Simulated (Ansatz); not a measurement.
## [Cl···H···Br], doublet in cc-pVTZ: errors against UCCSDT(Q)

Geometry: a point of a hydrogen-transfer path between rigid fragments, not a stationary point.

```json
{"atom": "Cl", "x (Å)": "0.0000", "y (Å)": "0.0000", "z (Å)": "-1.5617"}
{"atom": "H", "x (Å)": "0.0000", "y (Å)": "0.0000", "z (Å)": "-0.0337"}
{"atom": "Br", "x (Å)": "0.0000", "y (Å)": "0.0000", "z (Å)": "1.5953"}
```

Basis cc-pVTZ; Ansatz 0.2.0. Only valence electrons are correlated (noble-gas cores and the filled d shells of p-block atoms frozen), which leaves 15 electrons in 72 orbitals. Prefix R: restricted or restricted open-shell reference; prefix U: unrestricted. Active spaces: valence = (15e, 9o) chosen from the atoms' valence shells; pair = (3e, 3o) about the gap. No spin–orbit coupling is included, and no scalar relativity.

Full CI isn't at hand for all of this; UCCSDT(Q) serves as the reference, and is uncertain by about the last step of the cluster series. The frozen core follows each run's orbitals, which can shift R against U totals by a few meV for light atoms and by up to 0.1 eV past Ca.

The UHF ⟨S²⟩ is 0.814, the T1 diagnostic (RCCSD) is 0.0181 and the largest doubles amplitude (RCCSD) is 0.072. The T1 diagnostic (UCCSD) is 0.0150.

```tsv
level	E − E(UCCSDT(Q)) (kJ/mol)	share of correlation (%)	wall time
UHF	1071.8	3.29	–
UMP2	150.5	86.42	–
UCCSD	44.9	95.95	–
UCCSD(T)	5.1	99.54	27 s
UCCSDT	1.8	99.83	–
```

The correlation energy at UCCSDT(Q), counted from RHF, is -11.487 eV. That run took 27 s on 2 threads of AMD EPYC 7R13 with a shared H100 80 GB, shared host.

Run but not shown, since their state or frozen core can't be matched to the reference's or they repeat it: RHF, RMP2, RCCSD, RCCSD(T), BCCD(T), RCCSDT, RCCSDT(Q), CASSCF (pair space), NEVPT2 (pair space), MRCISD (pair space), MRCISD+Q (pair space), CASSCF (valence space), NEVPT2 (valence space), MRCISD (valence space), MRCISD+Q (valence space).

Times hold each run's SCF and search for its determinant on a shared host, so for small cases they say little of a method's own cost; they ran on 1 thread of AMD EPYC 7R13.

Natural occupations of CASSCF (valence space) about the gap: 2.000 1.999 1.998 1.954 1.002 0.047; effectively unpaired electrons, Σ n²(2−n)², 1.02.
